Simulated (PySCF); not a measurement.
# What the low excited states add to the polarisability

Species: C3H10N (charge +1).
SMILES: `CC[NH2+]C`

Level of theory: PySCF 2.14.0, density-fitted response routines, TDDFT wB97X-D/def2-SVPD, vertical, gas phase, core orbitals frozen in the response. The structure is a single PBE0-D3(BJ)/def2-SVP conformer in the gas phase; no vibrational or solvent corrections. Torsions of this conformer, `[CH3:1][CH2:2][NH2+:3][CH3:4]`: C1–C2–N3–C4 178°.

Computed singlets:

```json
{"state": "S1", "E (eV)": "9.71", "f": "0.0050"}
{"state": "S2", "E (eV)": "10.37", "f": "0.035"}
{"state": "S3", "E (eV)": "10.52", "f": "0.014"}
{"state": "S4", "E (eV)": "11.05", "f": "0.032"}
{"state": "S5", "E (eV)": "11.14", "f": "0.078"}
{"state": "S6", "E (eV)": "11.22", "f": "0.0094"}
{"state": "S7", "E (eV)": "11.25", "f": "0.025"}
{"state": "S8", "E (eV)": "11.34", "f": "0.081"}
{"state": "S9", "E (eV)": "11.64", "f": "0.027"}
{"state": "S10", "E (eV)": "11.76", "f": "0.029"}
```

Problem. Build the mean polarisability up from these states and compare it with the full response value.

Solution. Each state adds f / ΔE² (ΔE in hartree, 27.2114 eV).

```tsv
state	f/ΔE² (au)	running sum (au)	running share of α (%)
S1	0.04	0.04	0.1
S2	0.24	0.28	0.7
S3	0.09	0.37	0.9
S4	0.20	0.57	1.3
S5	0.46	1.03	2.4
S6	0.06	1.09	2.5
S7	0.15	1.23	2.9
S8	0.47	1.70	4.0
S9	0.15	1.85	4.3
S10	0.16	2.01	4.7
```

The full response gives 42.93 au (6.36 Å³), so 40.9 au comes from the higher roots of the same equations.

Problem. By how much does the contribution of these states grow at 532 nm?

Solution. With ω = 0.0856 hartree each state's term in the mean polarisability goes from f / ΔE² to f / (ΔE² − ω²); the sum over all 10 states goes from 2.01 to 2.10 au, a rise of 0.09 au.

A one-level model with all 26 active electrons at a single energy would need ΔE = √(N/α) = 21.2 eV to give this α, against S1 at 9.71 eV.

Hardware: one thread of an Arm Neoverse V2, no GPU, shared host. Cost: 84 s, 0.66 GiB resident at most.
